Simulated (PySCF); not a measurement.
Structure with atom numbers: `[CH3:1][O:2][CH2:3][CH2:4][CH:5]=[O:6]` (H(Xn): hydrogen on atom n).

Geometry: GFN2-xTB; GIAO absolute shieldings from PySCF 2.14, gas phase, non-relativistic, averaged over equivalent atoms.

At WP04/6-31G-J (104 basis functions, 14 s wall time on 1 thread of an Arm Neoverse N1, shared host):
| atoms | σ (ppm) |
| --- | --- |
| C5 | -23.7 |
| C3 | 110.8 |
| C1 | 121.7 |
| C4 | 136.9 |
| O6 | -376.6 |
| O2 | 285.6 |
| H(C5) | 22.57 |
| H(C3) | 29.62 |
| H(C1) | 29.76 |
| H(C4) | 30.71 |

Task: Predict the values at X3LYP/pcSseg-1 on the same geometry.

Result: 
```csv
atoms,σ at X3LYP/pcSseg-1,change
C5,-25.2,-1.5
C3,108.0,-2.8
C1,119.3,-2.4
C4,133.0,-3.9
O6,-381.8,-5.2
O2,304.7,+19.1
H(C5),21.73,-0.84
H(C3),28.10,-1.52
H(C1),28.15,-1.61
H(C4),29.49,-1.22
```

The largest change is at O2 (ether oxygen). Cost: 142 basis functions, 18 s wall time on 1 thread of an Arm Neoverse N1, shared host. The order of the carbon signals is the same at both levels.
